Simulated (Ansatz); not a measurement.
A nudged elastic band was laid between two geometries of BH4N + H2S (9 atoms, charge 0, multiplicity 1).

Level of theory: Ansatz 0.2.0, RKS B3LYP-D4/6-31G*.

| Quantity | Value |
| --- | --- |
| movable images | 7 |
| climbing image | yes |
| spring | 5.0 eV/Å² |
| optimiser | quadratic models (default) |
| start path | through a guess of the saddle point |
| force threshold | 0.03 eV/Å |
| iteration limit | 60 |
| end points | relaxed |

Initial state:

```xyz
9
Properties=species:S:1:pos:R:3
B 0.134 -0.606 0.230
N 0.120 -0.309 1.594
H -0.730 -0.207 2.134
H 0.959 -0.258 2.158
H 1.185 -0.756 -0.319
H -0.908 -0.686 -0.352
S -0.877 3.287 1.410
H -1.607 3.124 0.285
H -0.276 2.084 1.271
```

Final state:

```xyz
9
Properties=species:S:1:pos:R:3
B -0.116 0.464 0.199
N 0.004 0.138 1.857
H -0.698 -0.532 2.172
H 0.923 -0.232 2.099
H 0.923 0.078 -0.267
H -1.098 -0.125 -0.168
S -0.236 2.364 0.019
H -1.576 2.506 0.131
H -0.126 1.013 2.370
```

Question: Which bonds break or form, and what moves?

Answer: Bonds broken: S7–H9. Bonds formed: B1–S7, N2–H9. BH4N + H2S becomes BH6NS.

Question: Give the energies along the band, and the barrier.

Answer: It converged. The highest image is number 5 of 0 to 8, 0.98 eV above the first end and 1.30 eV above the last; the last end lies 0.32 eV below the first. A vibrational analysis at the climbing image gives one clearly imaginary mode, 1184i cm⁻¹: a first-order saddle point. The orbitals stay closed-shell, which can raise the energy where a bond breaks towards radicals; this wasn't checked here.

| image | path coordinate (Å) | energy (eV) | S7–H9 (Å) | B1–S7 (Å) | N2–H9 (Å) |
| --- | --- | --- | --- | --- | --- |
| 0 | 0.00 | 0.00 | 1.35 | 4.19 | 2.45 |
| 1 | 0.55 | 0.00 | 1.35 | 3.99 | 2.48 |
| 2 | 1.09 | 0.02 | 1.35 | 3.73 | 2.52 |
| 3 | 1.64 | 0.07 | 1.35 | 3.30 | 2.37 |
| 4 | 2.18 | 0.36 | 1.37 | 2.77 | 2.00 |
| 5 | 2.73 | 0.98 | 1.54 | 2.27 | 1.47 |
| 6 | 3.16 | 0.21 | 1.96 | 2.07 | 1.10 |
| 7 | 3.59 | -0.27 | 2.45 | 1.93 | 1.02 |
| 8 | 4.02 | -0.32 | 2.71 | 1.91 | 1.02 |

Question: What is the geometry of the highest image?

Answer: 
```xyz
9
Properties=species:S:1:pos:R:3:forces:R:3
B -0.044 0.116 0.290 -0.01 0.00 0.00
N -0.018 0.085 1.823 0.00 -0.01 -0.01
H -0.814 -0.343 2.286 -0.01 0.00 0.01
H 0.845 -0.233 2.255 0.01 0.00 0.01
H 1.009 -0.042 -0.251 0.00 0.00 0.00
H -1.053 -0.253 -0.234 0.00 0.00 0.00
S -0.229 2.375 0.301 -0.01 0.01 -0.01
H -1.578 2.432 0.344 0.01 0.00 0.00
H -0.118 1.538 1.595 0.00 0.00 0.00
```

Question: What are the harmonic wavenumbers there?

Answer: 1184i, 236, 281, 463, 484, 581, 719, 769, 827, 940, 1041, 1133, 1224, 1344, 1380, 1646, 2613, 2680, 2703, 3521, 3616 cm⁻¹.

The band took 23 iterations and about 6 core-minutes.

The run took 5.7 min on 1 thread of Arm Neoverse V1, on a shared host, peak memory 0.12 GiB.
